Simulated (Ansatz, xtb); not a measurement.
**CH5BSi+: which of two structures lies lower**

Structure a: a doublet given by its coordinates. Structure b: the doublet with the links of `[BH][SiH+]C`. Both are isolated ions in the gas phase, relaxed with r2SCAN-D4/def2-SVP; the shapes shown needn't be the lowest conformers.

a (Å):

```yaml
atoms:
  - { symbol: C, position_ang: [-0.7174, -0.9242, -1.6351] }
  - { symbol: B, position_ang: [-0.5557, 0.3256, -0.8555] }
  - { symbol: Si, position_ang: [1.0655, -1.2657, -1.0667] }
  - { symbol: H, position_ang: [-0.6189, 1.3697, -0.2894] }
  - { symbol: H, position_ang: [-1.4650, -1.6354, -1.2343] }
  - { symbol: H, position_ang: [-0.8291, -0.7882, -2.7280] }
  - { symbol: H, position_ang: [1.2538, -2.0173, 0.1890] }
  - { symbol: H, position_ang: [2.1648, -0.8052, -1.9366] }
```

Close contacts (Å): C1–B2 1.48, C1–Si3 1.90, B2–Si3 2.28, C1–H5 1.11, C1–H6 1.11, B2–H4 1.19, Si3–H7 1.48, Si3–H8 1.48.

b (Å):

```yaml
atoms:
  - { symbol: C, position_ang: [0.0480, -1.9724, -1.3291] }
  - { symbol: B, position_ang: [-0.6222, 1.2645, -1.5179] }
  - { symbol: Si, position_ang: [0.3647, -0.2287, -0.8341] }
  - { symbol: H, position_ang: [-1.2309, 2.1979, -1.9379] }
  - { symbol: H, position_ang: [1.4213, 0.1358, 0.1408] }
  - { symbol: H, position_ang: [-0.7692, -2.0686, -2.0577] }
  - { symbol: H, position_ang: [-0.1939, -2.5604, -0.4256] }
  - { symbol: H, position_ang: [0.9744, -2.3943, -1.7582] }
```

Q: Estimate E(b) − E(a) at the level CCSD(T)/def2-SVP + ΔMP2/def2-TZVPP.

A: Calculated at CCSD(T)/def2-SVP + ΔMP2/def2-TZVPP: E(b) − E(a) = +2.4 kcal/mol, so structure a lies lower.

How the difference moves with the method:

```
                             level            geometry  E(b) − E(a) (kcal/mol)  departure from the last row (kcal/mol)  job, with rough time for the two
                          GFN2-xTB            GFN2-xTB                      +1.3                                    −1.1              optimisation, 0.15 s
                         HF/STO-3G            GFN2-xTB                      −9.0                                   −11.4              single point, 0.28 s
      r2SCAN-D4/def2-SVP//GFN2-xTB            GFN2-xTB                      +3.3                                    +0.9               single point, 3.9 s
                r2SCAN-D4/def2-SVP  r2SCAN-D4/def2-SVP                      +6.4                                    +4.0                optimisation, 83 s
                       HF/def2-SVP  r2SCAN-D4/def2-SVP                      −1.5                                    −3.9           part of the CCSD(T) run
                      MP2/def2-SVP  r2SCAN-D4/def2-SVP                      +4.3                                    +1.9           part of the CCSD(T) run
                  CCSD(T)/def2-SVP  r2SCAN-D4/def2-SVP                      +3.0                                    +0.6                      single point
CCSD(T)/def2-SVP + ΔMP2/def2-TZVPP  r2SCAN-D4/def2-SVP                      +2.4                                                        single point, 17 s
```

HF/STO-3G, HF/def2-SVP put the two in the other order. The largest departure from CCSD(T)/def2-SVP + ΔMP2/def2-TZVPP is that of HF/STO-3G, 11.4 kcal/mol. The last row adds to CCSD(T) the change of the MP2 difference between the two basis sets, here −0.6 kcal/mol.

With harmonic frequencies from r2SCAN-D4/def2-SVP (ideal gas, rigid rotor, one conformer each, 298.15 K, 1 atm): the zero-point term adds +2.3 kcal/mol; ΔH is +4.8 and ΔG +4.1 kcal/mol.

Open shells are spin-unrestricted. The correlated steps freeze 7 core orbitals. Run with Ansatz 0.2.0, xtb 6.7.1; the last row on 1 thread of Intel(R) Xeon(R) 6975P-C (Granite Rapids) on a shared host.
